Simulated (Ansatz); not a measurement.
Cu₃AsS₄ (Pmn2₁, No. 31) was calculated with r²SCAN-D4 in Ansatz (PAW).

Numerical settings: plane-wave cutoff 560 eV, 6×6×6 k mesh, Fermi–Dirac smearing 0.01 eV, no spin polarisation, scalar-relativistic PAW data made under PBE.

Cell (relaxed at this level):

```cif
data_As2Cu6S8
_chemical_formula_sum 'Cu6 As2 S8'
_space_group_name_H-M_alt 'Pmn21'
_space_group_IT_number 31
_space_group_name_Hall 'P 2ac -2'
_cell_length_a 7.33706
_cell_length_b 6.37629
_cell_length_c 6.10131
_cell_angle_alpha 90.000
_cell_angle_beta 90.000
_cell_angle_gamma 90.000
loop_
_atom_site_label
_atom_site_type_symbol
_atom_site_symmetry_multiplicity
_atom_site_Wyckoff_symbol
_atom_site_fract_x
_atom_site_fract_y
_atom_site_fract_z
_atom_site_occupancy
Cu1 Cu 2 a 0.50000 0.15952 0.00442 1
Cu2 Cu 4 b 0.24925 0.67175 0.00957 1
As1 As 2 a 0.00000 0.16998 0.00251 1
S1 S 2 a 0.00000 0.17313 0.36932 1
S2 S 2 a 0.50000 0.15801 0.37596 1
S3 S 4 b 0.25071 0.66231 0.37917 1
```

Task: Give the computed bulk modulus, band gap and pressure derivative B′ of the bulk modulus.

Result: 
- bulk modulus = 84.8 GPa
- band gap = 0.20 eV (direct)
- pressure derivative B′ of the bulk modulus = 4.8

Measured, for comparison: band gap 1.24 eV (temperature not stated, not corrected to a static lattice; as tabulated in Kim et al. (2020), doi:10.1038/s41597-020-00723-8).

Note: the bulk modulus comes from volumes at which shape and atoms were relaxed.

Spin–orbit coupling is not included.

The computed numbers hold no vibrational or temperature effects.

The result took about 3 core-hours (a rough figure).

Ansatz is a first-principles code.
